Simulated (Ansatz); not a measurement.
## 2H WS2

Method: LDA in Ansatz (plane waves, PAW).

Settings: plane-wave cutoff 520 eV, 12×12×4 k mesh (along the axes of the cell as run), perturbation theory, force constants from a 6×6×2 q mesh, no spin polarisation, scalar-relativistic PAW data made under PBE.

Cell: relaxed at this level.

For 2H WS2, the high-frequency dielectric constant (mean over three axes) comes out as 11.6 and the dielectric constant ε0 (ions relaxed) (mean over three axes) comes out as 11.7. The zero-point energy is 0.053 eV/atom.

Spin–orbit coupling is not included.

Computing time: around 60 core-minutes (rough).

Ansatz is an electronic-structure program.
